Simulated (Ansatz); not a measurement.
Basis sets over 5 cases of the energy of full hydrogenation at PBE0 with Ansatz (Al to Cl present), each against its own reference: (a) the value in aug-cc-pV5Z; (b) the value in aug-pcseg-3; (c) the value in pcseg-4. By their distance from other large sets or by the extrapolation step the references are unsure by up to roughly 0.53 kcal/mol. B3LYP-D3(BJ)/def2-TZVP geometries; electronic energies; no added dispersion term; no relativity. Cartesian d functions in some cases of 6-31G*, 6-311G**. (X+d) sets on Al to Cl for cc-pVXZ and aug-cc-pVXZ. 

Cases are drawn at random; left out are references unsure by over 1.3 kcal/mol, doubtful singlets, and cases whose largest runs show a restricted determinant unstable towards unrestricted orbitals, <S^2> over 0.1 too high or, where CCSD(T) ran, T1 over 0.025 (0.045 for open shells). Sets are drawn from those converged to one state in every case.

Cases (SMILES) and reference values:
- C(=C)Cl + 3 [H][H] (H2) → 2 C (CH4) + Cl (HCl): -80.42 kcal/mol (b)
- ClCl (Cl2) + [H][H] (H2) → 2 Cl (HCl): -45.94 kcal/mol (a)
- FS(=O)F + 3 [H][H] (H2) → 2 F (HF) + O (H2O) + S (H2S): -61.01 kcal/mol (c)
- ClC (CH3-Cl) + [H][H] (H2) → C (CH4) + Cl (HCl): -22.90 kcal/mol (c)
- C(Cl)Cl + 2 [H][H] (H2) → C (CH4) + 2 Cl (HCl): -46.04 kcal/mol (b)

```json
[
 {"basis": "STO-3G", "functions over def2-SVP (largest species, mean of cases)": "0.4", "mean signed deviation (kcal/mol)": "7.23", "mean absolute": "16.27", "largest": "24.14", "within 4 kcal/mol": "0 of 5"},
 {"basis": "6-31G", "functions over def2-SVP (largest species, mean of cases)": "0.6", "mean signed deviation (kcal/mol)": "-13.80", "mean absolute": "16.49", "largest": "72.29", "within 4 kcal/mol": "4 of 5"},
 {"basis": "6-31G*", "functions over def2-SVP (largest species, mean of cases)": "1.0", "mean signed deviation (kcal/mol)": "5.19", "mean absolute": "5.22", "largest": "14.17", "within 4 kcal/mol": "3 of 5"},
 {"basis": "pcseg-1", "functions over def2-SVP (largest species, mean of cases)": "1.0", "mean signed deviation (kcal/mol)": "-5.58", "mean absolute": "5.58", "largest": "18.27", "within 4 kcal/mol": "4 of 5"},
 {"basis": "def2-SVP", "functions over def2-SVP (largest species, mean of cases)": "1.0", "mean signed deviation (kcal/mol)": "-4.86", "mean absolute": "4.86", "largest": "14.71", "within 4 kcal/mol": "4 of 5"},
 {"basis": "cc-pVDZ", "functions over def2-SVP (largest species, mean of cases)": "1.1", "mean signed deviation (kcal/mol)": "-2.07", "mean absolute": "2.07", "largest": "3.75", "within 4 kcal/mol": "5 of 5"},
 {"basis": "6-311G**", "functions over def2-SVP (largest species, mean of cases)": "1.4", "mean signed deviation (kcal/mol)": "-6.22", "mean absolute": "6.22", "largest": "20.84", "within 4 kcal/mol": "3 of 5"},
 {"basis": "def2-SVPD", "functions over def2-SVP (largest species, mean of cases)": "1.5", "mean signed deviation (kcal/mol)": "-10.88", "mean absolute": "10.88", "largest": "33.41", "within 4 kcal/mol": "1 of 5"},
 {"basis": "aug-pcseg-1", "functions over def2-SVP (largest species, mean of cases)": "1.6", "mean signed deviation (kcal/mol)": "-6.91", "mean absolute": "6.91", "largest": "26.82", "within 4 kcal/mol": "4 of 5"},
 {"basis": "pcseg-2", "functions over def2-SVP (largest species, mean of cases)": "2.1", "mean signed deviation (kcal/mol)": "-1.27", "mean absolute": "1.27", "largest": "5.01", "within 4 kcal/mol": "4 of 5"},
 {"basis": "def2-TZVPP", "functions over def2-SVP (largest species, mean of cases)": "2.4", "mean signed deviation (kcal/mol)": "-0.04", "mean absolute": "0.21", "largest": "0.58", "within 4 kcal/mol": "5 of 5"},
 {"basis": "def2-TZVPD", "functions over def2-SVP (largest species, mean of cases)": "2.5", "mean signed deviation (kcal/mol)": "0.41", "mean absolute": "0.41", "largest": "0.78", "within 4 kcal/mol": "5 of 5"},
 {"basis": "def2-TZVPPD", "functions over def2-SVP (largest species, mean of cases)": "2.9", "mean signed deviation (kcal/mol)": "-0.86", "mean absolute": "0.86", "largest": "3.28", "within 4 kcal/mol": "5 of 5"},
 {"basis": "aug-pcseg-2", "functions over def2-SVP (largest species, mean of cases)": "3.2", "mean signed deviation (kcal/mol)": "-1.02", "mean absolute": "1.05", "largest": "4.40", "within 4 kcal/mol": "4 of 5"},
 {"basis": "aug-cc-pVTZ", "functions over def2-SVP (largest species, mean of cases)": "3.4", "mean signed deviation (kcal/mol)": "-0.68", "mean absolute": "0.68", "largest": "2.38", "within 4 kcal/mol": "5 of 5"},
 {"basis": "cc-pVQZ", "functions over def2-SVP (largest species, mean of cases)": "4.0", "mean signed deviation (kcal/mol)": "0.40", "mean absolute": "0.42", "largest": "1.90", "within 4 kcal/mol": "5 of 5"},
 {"basis": "def2-QZVPP", "functions over def2-SVP (largest species, mean of cases)": "4.3", "mean signed deviation (kcal/mol)": "-0.03", "mean absolute": "0.05", "largest": "0.18", "within 4 kcal/mol": "5 of 5"},
 {"basis": "def2-QZVP", "functions over def2-SVP (largest species, mean of cases)": "4.3", "mean signed deviation (kcal/mol)": "-0.03", "mean absolute": "0.05", "largest": "0.18", "within 4 kcal/mol": "5 of 5"},
 {"basis": "def2-QZVPPD", "functions over def2-SVP (largest species, mean of cases)": "4.8", "mean signed deviation (kcal/mol)": "-0.27", "mean absolute": "0.27", "largest": "1.10", "within 4 kcal/mol": "5 of 5"},
 {"basis": "aug-cc-pVQZ", "functions over def2-SVP (largest species, mean of cases)": "5.8", "mean signed deviation (kcal/mol)": "-0.22", "mean absolute": "0.24", "largest": "0.98", "within 4 kcal/mol": "5 of 5"}
]
```

Among the sets for which every case ran a larger relative (same family, alike in diffuse functions, listed or not), the smallest listed that holds all cases within 4 kcal/mol together with them is cc-pVDZ, at 1.1 times the functions of def2-SVP. Inside, though some case ran no larger relative to test it: cc-pVQZ, def2-QZVPP, def2-QZVP, def2-QZVPPD, aug-cc-pVQZ. Largest deviations of relatives not listed, over the cases that ran them: cc-pVTZ 3.77, aug-cc-pV5Z 0.00, cc-pV5Z 0.26 kcal/mol. A case lies within its reference's uncertainty of the window's edge in aug-pcseg-2, cc-pVTZ. These figures hold for the cases listed.

Ansatz is an electronic-structure program.
